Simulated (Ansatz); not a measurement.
# C4H6 (singlet): the correlation ladder, cc-pVTZ

One table from this session's results is given with a row withheld; the runs are named, their logs left out.

The runs use Ansatz 0.2.0, Gaussian basis; cc-pVTZ, core rule «outside noble gas», up to 4 orbitals frozen.

To be run: UHF; CCSD(T) on RHF; BCCD(T) on RHF.

18 further runs of the same task are left out: 2 that didn't finish, 16 set aside as unsound or not needed.

**The system**

The geometry is an MP2(full)/6-31G* stationary point (not a proven minimum).

10 atoms, charge 0, spin multiplicity 1.

Atoms are counted from 1 here; the program's logs count them from 0.

Bond lengths: C1–C2 1.462 Å, C1–H5 1.094 Å, C1–H6 1.094 Å, C1–H7 1.094 Å, C2–C3 1.220 Å, C3–C4 1.462 Å, C4–H8 1.094 Å, C4–H9 1.094 Å, C4–H10 1.094 Å. Angles: C2–C1–H5 111.0°, C2–C1–H6 111.0°, C2–C1–H7 111.0°, H5–C1–H6 107.9°, H5–C1–H7 107.9°, H6–C1–H7 107.9°, C1–C2–C3 180.0°, C2–C3–C4 180.0°, C3–C4–H8 111.0°, C3–C4–H9 111.0°, C3–C4–H10 111.0°, H8–C4–H9 107.9°, H8–C4–H10 107.9°, H9–C4–H10 107.9°.

The first run:

in.yaml reads:

```yaml
crystal:
  periodic: [false, false, false]
  atoms:
    - {symbol: C, position_ang: [0.000000, 0.000000, 2.071955]}
    - {symbol: C, position_ang: [0.000000, 0.000000, 0.609970]}
    - {symbol: C, position_ang: [0.000000, 0.000000, -0.609970]}
    - {symbol: C, position_ang: [0.000000, 0.000000, -2.071955]}
    - {symbol: H, position_ang: [0.000000, 1.020696, 2.464562]}
    - {symbol: H, position_ang: [-0.883949, -0.510348, 2.464562]}
    - {symbol: H, position_ang: [0.883949, -0.510348, 2.464562]}
    - {symbol: H, position_ang: [0.000000, 1.020696, -2.464562]}
    - {symbol: H, position_ang: [0.883949, -0.510348, -2.464562]}
    - {symbol: H, position_ang: [-0.883949, -0.510348, -2.464562]}
basis:
  gaussian: {orbitals: cc-pVTZ}
magnetization: {spin_polarized: true, initial_magnetization: 0}
hamiltonian: {xc: hf}
output: {orbitals: {seedname: orbitals}}
```

Launch:

```console
ansatz run in.yaml --threads 1 --pin off --events-out ev --progress --plain --max-ram 4096MiB --backend cpu
```

Steps of the session up to this table: UHF; CCSD(T) on RHF; BCCD(T) on RHF.

One of the session's tables, all rows but one given; the rest of the session is left out.

```
  method  from RCCSD(T) (meV)
     RHF             +19557.8
    RMP2                    ?
   RCCSD               +854.9
RCCSD(T)                    0
 BCCD(T)                 -4.1
```

**Question.** Estimate the row for RMP2.

**Answer.** from RCCSD(T) (meV): +1693.1. In the column «from RCCSD(T) (meV)» it lies between RCCSD (+854.9) and RHF (+19557.8).

With the free atoms at the same levels and basis (separate runs), the atomisation energy is 42.445 eV at RCCSD(T), 32.595 eV at RHF.
